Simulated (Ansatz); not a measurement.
A calculation with Ansatz (development build ahead of 0.2.0).

```yaml
crystal:
  periodic: [false, false, false]
  atoms:
    - { symbol: C, position_ang: [0.0, 0.0, -0.66823] }
    - { symbol: F, position_ang: [0.0, 0.0, 0.80427] }
    - { symbol: H, position_ang: [0.0, -1.11891, -1.07634] }
    - { symbol: H, position_ang: [-0.96901, 0.55946, -1.07634] }
    - { symbol: H, position_ang: [0.96901, 0.55946, -1.07634] }
basis:
  gaussian: { orbitals: cc-pVTZ }
hamiltonian:
  xc: hf
correlation:
  method: mp2
  frozen_orbitals: { C: 1, F: 1, H: 0 }
```

The input is written out in the form of the current development build from the run's settings.

The run gave:

```json
{
 "Converged": "yes",
 "Reference energy": "-139.06416 hartree",
 "Correlation energy": "-0.44077 hartree",
 "Total energy": "-139.50493 hartree",
 "Spin squared of the determinant": "0.000"
}
```
